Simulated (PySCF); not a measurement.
**Atomic charges by several schemes**

Compound: borinic acid, BH3O.
Cartesian coordinates in Å at the PBE0-D3(BJ)/def2-TZVP level; atoms count from 1:
```xyz
5
BH3O angstrom
B     -0.3323    0.0288    0.0204
O      0.9079   -0.4519   -0.1973
H     -1.2458   -0.6584   -0.3313
H     -0.4900    1.0988    0.5446
H      1.6043    0.1380    0.1026
```

Density: PBE0/pcSseg-2 (PySCF); schemes: Mulliken, IAO, Hirshfeld and ESP-fitted. One conformer (not necessarily the lowest) at the PBE0-D3(BJ)/def2-TZVP geometry, without solvent, vibrations or thermal averaging.

Atoms with like bonding are taken together and averaged. Which atoms carry the highest charge in the Mulliken, IAO, Hirshfeld and ESP-fitted schemes?

The schemes don't all agree: Mulliken B1 (+0.345); IAO H5 (+0.380); Hirshfeld H5 (+0.187); ESP-fitted B1 (+0.458).

At which atom do the 4 schemes differ most?

At O2: from -0.584 (ESP-fitted) to -0.234 e (Hirshfeld), 0.350 e apart.

Which atoms carry the lowest charge in the Mulliken, IAO, Hirshfeld and ESP-fitted schemes?

All schemes agree: Mulliken O2 (-0.393); IAO O2 (-0.511); Hirshfeld O2 (-0.234); ESP-fitted O2 (-0.584).

What partial charge does each atom carry?

In e; atoms taken as equivalent share a row and are averaged (×n: the atom named and its like, n in all):

```csv
atom,environment,Mulliken,IAO,Hirshfeld,ESP-fitted
B1,three-coordinate boron,+0.345,+0.163,+0.172,+0.458
O2,boron-bound oxygen,-0.393,-0.511,-0.234,-0.584
H3/H4,B–H hydrogen,-0.087,-0.015,-0.062,-0.143
H5,hydroxyl hydrogen,+0.221,+0.380,+0.187,+0.411
```

Mean size of the charges over all atoms: ESP-fitted 0.348 e, Mulliken 0.226 e, IAO 0.217 e, Hirshfeld 0.143 e. Each set sums to the total charge, 0, to within 0.001 e. The Mulliken scheme counts on each atom the diagonal of the density matrix times the overlap matrix over that atom's basis functions. The IAO scheme projects the occupied orbitals on a minimal set of polarised atomic orbitals and counts the electrons in each atom's part of it.

Some averages cover members that differ in this geometry: H3/H4, ESP-fitted -0.168 to -0.118 e.

Sum the charges by element, for elements with more than one atom.

```csv
element,atoms,Mulliken,IAO,Hirshfeld,ESP-fitted
H,3,+0.047,+0.349,+0.062,+0.126
```

How many electrons does the Mulliken scheme count on O2?

Z − q = 8 − (-0.393) = 8.393.

The run behind these numbers computed NMR shieldings as well. Hardware: one thread of an AMD EPYC 7R43, shared host. Cost: 4.6 s of wall time (with the writing of density and orbital grids), 0.39 GiB resident at most.
